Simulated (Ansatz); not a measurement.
Input for Ansatz (development build ahead of 0.2.0):

```yaml
crystal:
  periodic: [false, false, false]
  atoms:
    - { symbol: B, position_ang: [-0.00035, 0.0101, 0.06841] }
    - { symbol: H, position_ang: [1.20852, 0.05004, -0.00621] }
    - { symbol: H, position_ang: [-0.59291, 1.00022, -0.07002] }
    - { symbol: H, position_ang: [-0.64352, -0.98018, -0.00341] }
basis:
  gaussian: { orbitals: def2-SVP }
hamiltonian:
  xc: hf
correlation:
  method: mp2
  frozen_orbitals: { B: 1, H: 0 }
```

The input is written out in the form of the current development build from the run's settings.

The run gave:

```
Converged                       : yes
Reference energy                : -26.36677 hartree
Correlation energy              : -0.09241 hartree
Total energy                    : -26.45918 hartree
Spin squared of the determinant : 0.000
```
